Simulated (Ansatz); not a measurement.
# Si₂NH₆ radical: one species, many methods

How much do the methods differ for Si₂NH₆ radical? The plan is to run it at one geometry with functionals of several rungs and with coupled cluster, and see how far each lands from CCSD(T) at the basis-set limit for the atomisation energy.

Computed with Ansatz 0.2.0, Gaussian basis. Level: functionals in def2-TZVPP, the program's frozen cores in correlated methods.

Plan: LDA (SPW92), PBE-D4, revPBE-D4, BLYP-D4, r2SCAN-D4, B97M-V, PBE0-D4, B3LYP-D4, r2SCANh-D4, r2SCAN0-D4, HSE06-D4, BHLYP-D4, CAM-B3LYP-D4, LC-ωPBE, ωB97X-V, ωB97M-V, B2PLYP, PBE-QIDH; CCSD(T)/def2-SVP; CCSD(T)/def2-TZVPP; MP2/def2-QZVPP; extrapolation to the limit; RPA on PBE.

## 1. The geometry

The geometry comes from an earlier relaxation with PBE0-D4 in a triple-zeta def2 set; it is a stationary point, not always the lowest conformer.

9 atoms, charge 0, spin multiplicity 2.

Atoms are counted from 1 here; the program's logs count them from 0.

Bond lengths: Si1–N2 1.730 Å, Si1–H4 1.491 Å, Si1–H5 1.494 Å, N2–Si3 1.731 Å, N2–H6 1.011 Å, Si3–H7 1.488 Å, Si3–H8 1.483 Å, Si3–H9 1.488 Å. Angles: N2–Si1–H4 107.7°, N2–Si1–H5 108.7°, H4–Si1–H5 110.7°, Si1–N2–Si3 128.1°, Si1–N2–H6 115.1°, Si3–N2–H6 116.2°, N2–Si3–H7 111.1°, N2–Si3–H8 106.9°, N2–Si3–H9 112.0°, H7–Si3–H8 109.8°, H7–Si3–H9 107.5°, H8–Si3–H9 109.5°.

## 2. LDA

This LDA is Slater exchange with PW92 correlation.

Input file in.yaml:

```yaml
crystal:
  periodic: [false, false, false]
  atoms:
    - {symbol: Si, position_ang: [-1.200856, 0.925305, -0.948367]}
    - {symbol: N, position_ang: [0.196886, 0.625803, 0.025193]}
    - {symbol: Si, position_ang: [0.611744, -0.820464, 0.880208]}
    - {symbol: H, position_ang: [-1.616525, -0.372047, -1.554540]}
    - {symbol: H, position_ang: [-0.842900, 1.913407, -2.010927]}
    - {symbol: H, position_ang: [0.764121, 1.439256, 0.222199]}
    - {symbol: H, position_ang: [1.982631, -1.276549, 0.525392]}
    - {symbol: H, position_ang: [-0.378231, -1.853403, 0.488479]}
    - {symbol: H, position_ang: [0.571629, -0.627709, 2.355364]}
basis:
  gaussian: {orbitals: def2-TZVPP}
magnetization: {spin_polarized: true, initial_magnetization: 1}
hamiltonian: {xc: lda}
output: {orbitals: {seedname: orbitals}}
```

Further steps of the session: PBE-D4 (GGA); revPBE-D4 (GGA); BLYP-D4 (GGA); r2SCAN-D4 (meta-GGA); B97M-V (meta-GGA); PBE0-D4 (hybrid); B3LYP-D4 (hybrid); r2SCANh-D4 (hybrid); r2SCAN0-D4 (hybrid); HSE06-D4 (hybrid); BHLYP-D4 (hybrid); CAM-B3LYP-D4 (range-separated); LC-ωPBE-D4 (range-separated); ωB97X-V (range-separated); ωB97M-V (range-separated); B2PLYP (double hybrid); PBE-QIDH (double hybrid); CCSD(T) in def2-SVP; CCSD(T) in def2-TZVPP; MP2 in def2-QZVPP; RPA on PBE orbitals.

**Question.** What will the summary of the whole plan be? Wanted: atomisation energy, CCSD(T)/CBS; farthest beyond LDA; mean size of error, GGA; mean size of error, meta-GGA; mean size of error, hybrid; mean size of error, range-separated; mean size of error, double hybrid; gap, smallest and largest; T1 diagnostic.

**Answer**, as computed:

| quantity | value |
| --- | --- |
| atomisation energy, CCSD(T)/CBS | 646.6 kcal/mol |
| functionals within 3.2 kcal/mol (0.5 %) | BLYP-D4, r2SCAN-D4, B97M-V, B3LYP-D4, ωB97M-V |
| farthest beyond LDA | revPBE-D4 (-13.0 kcal/mol) |
| mean size of error, GGA | 6.0 kcal/mol |
| mean size of error, meta-GGA | 1.5 kcal/mol |
| mean size of error, hybrid | 6.4 kcal/mol |
| mean size of error, range-separated | 4.8 kcal/mol |
| mean size of error, double hybrid | 9.5 kcal/mol |
| gap, smallest and largest | 1.11 eV (LDA (SPW92)), 8.54 eV (LC-ωPBE) |
| T1 diagnostic | 0.0144 |
| triples share of the correlation energy | 3.4 % |

In words: The LDA atomisation energy is off by 71.7 kcal/mol (11 %): it overbinds. PBE-D4 is off by -3.4 kcal/mol. Double hybrids carry the basis error of their MP2 part in triple zeta, and no dispersion term here, so their miss is partly the set-up's. Taken by rung, meta-GGA functionals do best (1.5 kcal/mol on average) and double hybrid ones worst beyond LDA (9.5 kcal/mol). Misses under about 3.2 kcal/mol are within the doubt on the reference itself, which lacks core-valence correlation, relativity and higher excitations. Hartree-Fock recovers 74 % of the binding; the rest is correlation. CCSD(T) in def2-SVP is off by -52.1 kcal/mol, which most functionals beat. The gap grows from 1.1 to 8.5 eV across the functionals, mostly with the share of exact exchange.
